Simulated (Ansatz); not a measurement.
**AlH₂− (singlet): wave-function methods side by side, 6-31++G****

The task here is to estimate one member of a computed series from the others.

Program: Ansatz 0.2.0, Gaussian basis. Level of theory: 6-31++G**, core rule «outside noble gas», up to 5 orbitals frozen. These are calculated values, not measurements.

Plan: UHF; CCSD(T) on RHF; CCSD(T) on UHF; BCCD(T) on RHF; CISD; CCSDT(Q) on RHF; CCSDT(Q) on UHF; CCSDTQ on RHF; CASSCF and MRCISD+Q, 6 electrons in 6 orbitals; CASSCF and MRCISD+Q(relaxed), 6 electrons in 6 orbitals; CASSCF and NEVPT2, 6 electrons in 6 orbitals; Full CI.

18 further runs of the same task are left out: 6 that didn't finish, 12 set aside as unsound or not needed.

## What is computed

The geometry is a PBE0/def2-TZVPD stationary point (not a proven minimum).

3 atoms, charge -1, spin multiplicity 1.

Atoms are counted from 1 here; the program's logs count them from 0.

Bond lengths: Al1–H2 1.697 Å, Al1–H3 1.697 Å. Angles: H2–Al1–H3 93.2°.

Set-up of the first run:

Contents of in.yaml:

```yaml
crystal:
  periodic: [false, false, false]
  atoms:
    - {symbol: Al, position_ang: [0.000000, -0.081048, 0.000000]}
    - {symbol: H, position_ang: [0.000000, 1.084792, -1.232881]}
    - {symbol: H, position_ang: [0.000000, 1.084792, 1.232880]}
basis:
  gaussian: {orbitals: "6-31++G**"}
total_charge: -1
magnetization: {spin_polarized: true, initial_magnetization: 0}
hamiltonian: {xc: hf}
output: {orbitals: {seedname: orbitals}}
```

The run is started by

```
$ ansatz run in.yaml --threads 1 --pin off --events-out ev --progress --plain --max-ram 2393MiB
```

Steps of the session up to this table: UHF; CCSD(T) on RHF; CCSD(T) on UHF; BCCD(T) on RHF; CISD; CCSDT(Q) on RHF; CCSDT(Q) on UHF; CCSDTQ on RHF; CASSCF and MRCISD+Q, 6 electrons in 6 orbitals; CASSCF and MRCISD+Q(relaxed), 6 electrons in 6 orbitals; CASSCF and NEVPT2, 6 electrons in 6 orbitals; Full CI.

One of the session's tables, all rows but one given; the rest of the session is left out.

| method | from FCI (kJ/mol) |
| --- | --- |
| RHF | ? |
| UHF | +244.8 |
| RMP2 | +65.1 |
| CISD | +17.2 |
| RCCSD | +6.4 |
| RCCSD(T) | +1.6 |
| BCCD(T) | +1.6 |
| RCCSDT | +0.2 |
| RCCSDT(Q) | +0.1 |
| RCCSDTQ | 0.0 |
| CASSCF valence | +144.5 |
| NEVPT2 valence | +52.0 |
| MRCISD valence | +8.1 |
| MRCISD+Q valence | +2.4 |
| MRCISD+Q(relaxed) valence | -1.0 |
| FCI | 0 |

**Question.** Estimate the row for RHF.

As computed: from FCI (kJ/mol): +249.9. In the column «from FCI (kJ/mol)» it is the highest.

Not comparable, so not listed: CCSD(T) on UHF; CCSDT(Q) on UHF (they don't share determinant, frozen orbitals or solution with the rows shown, or repeat one).

Caveats from the session: MRCISD+Q(relaxed) valence falls below full CI: the +Q correction isn't variational, and the cores differ from full CI's.
